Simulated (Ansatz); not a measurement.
```yaml
crystal:
  periodic: [false, false, false]
  atoms:
    - {symbol: Ta, position_ang: [0.000000, 0.000000, 0.000000]}
    - {symbol: H, position_ang: [0.000000, 0.000000, 1.760000]}
basis:
  gaussian: {orbitals: def2-TZVP}
magnetization: {spin_polarized: true, initial_magnetization: 2}
hamiltonian: {xc: pbe0}
relax: {f_tol: 0.004, max_steps: 80}
```

```sh
$ ansatz run in.yaml --threads 1 --pin off --events-out ev --progress --plain --max-ram 2176MiB
```

Steps of the relaxation (energy above the last step; positions in Å, forces in eV/Å):

```
2
step 1, 0.7 meV
Ta    0.000    0.000    0.000    0.000    0.000    0.134
H     0.000    0.000    1.760    0.000    0.000   -0.134
```

```
2
step 2, 0.4 meV
Ta    0.000    0.000    0.010    0.000    0.000   -0.107
H     0.000    0.000    1.750    0.000    0.000    0.107
```

```
2
step 3, 0.0 meV
Ta    0.000    0.000    0.006    0.000    0.000   -0.003
H     0.000    0.000    1.754    0.000    0.000    0.003
```

Close pairs at the end: Ta1–H2 1.749 Å.

A stationary point of unrestricted PBE0 after 3 steps, with ⟨S²⟩ = 2.450 against 2.00 for a pure state. 51 s on 1 thread of Intel Xeon Platinum 8259CL, shared host.
